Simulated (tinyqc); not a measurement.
Inside a calculation. Method: Born-Oppenheimer dynamics on the LDA (VWN5)/sto-6g surface (energies and gradients from PySCF), for H2O, spin multiplicity 1. Computed by tinyqc, a small Python program that keeps every step (integrals from PySCF). Settings: charge = 0, multiplicity = 1, basis = sto-6g, functional = lda,vwn, time step (fs) = 0.5, steps = 24. Command: `OMP_NUM_THREADS=1 python tinyqc.py 29608 29609 out.jsonl` (the two numbers bound the seeds that draw the settings). One thread of a shared host (Intel(R) Xeon(R) Processor @ 2.60GHz), about 10 s of CPU time with the checks.

positions (bohr):
```
            x          y         z
1O   0.032125   0.030236  0.003779
2H   0.005669   1.396508  1.137615
3H  -0.043464  -1.498553  1.060136
```

The total energy should stay constant up to terms of order dt^2; the step counts as short enough if it moves by less than 2 % of the largest kinetic energy.

Trajectory:
```
time (fs)  1O-2H (angstrom)  potential (hartree)  kinetic (hartree)  total (hartree)
0.000000           0.939641         -75.44873096         0.00007926     -75.44865170
0.500000           0.944092         -75.44972829         0.00103697     -75.44869132
1.000000           0.960291         -75.45271636         0.00391481     -75.44880155
1.500000           0.985445         -75.45601089         0.00711626     -75.44889463
2.000000           1.015718         -75.45810421         0.00918028     -75.44892393
2.500000           1.047211         -75.45841458         0.00951569     -75.44889889
3.000000           1.076564         -75.45721680         0.00836801     -75.44884879
3.500000           1.101181         -75.45522519         0.00642820     -75.44879699
4.000000           1.119227         -75.45322451         0.00446830     -75.44875621
4.500000           1.129535         -75.45185128         0.00311921     -75.44873207
5.000000           1.131520         -75.45148796         0.00276109     -75.44872687
5.500000           1.125123         -75.45221714         0.00347566     -75.44874149
6.000000           1.110803         -75.45380655         0.00503112     -75.44877543
6.500000           1.089577         -75.45572514         0.00690032     -75.44882482
7.000000           1.063095         -75.45722044         0.00834185     -75.44887859
7.500000           1.033709         -75.45751114         0.00859627     -75.44891487
8.000000           1.004488         -75.45613652         0.00723238     -75.44890414
8.500000           0.979044         -75.45338783         0.00455790     -75.44882993
9.000000           0.961053         -75.45049775         0.00177555     -75.44872220
9.500000           0.953449         -75.44913438         0.00047598     -75.44865841
10.000000          0.957535         -75.45025698         0.00156247     -75.44869451
10.500000          0.972519         -75.45332307         0.00452340     -75.44879967
11.000000          0.995788         -75.45672234         0.00782813     -75.44889422
11.500000          1.023748         -75.45893311         0.01000333     -75.44892977
12.000000          1.052691         -75.45928597         0.01037657     -75.44890941
```

Is the time step short enough?

No. The total energy moves within 2.8e-04 hartree; that is over 2 % of the largest kinetic energy, so the time step is too long.
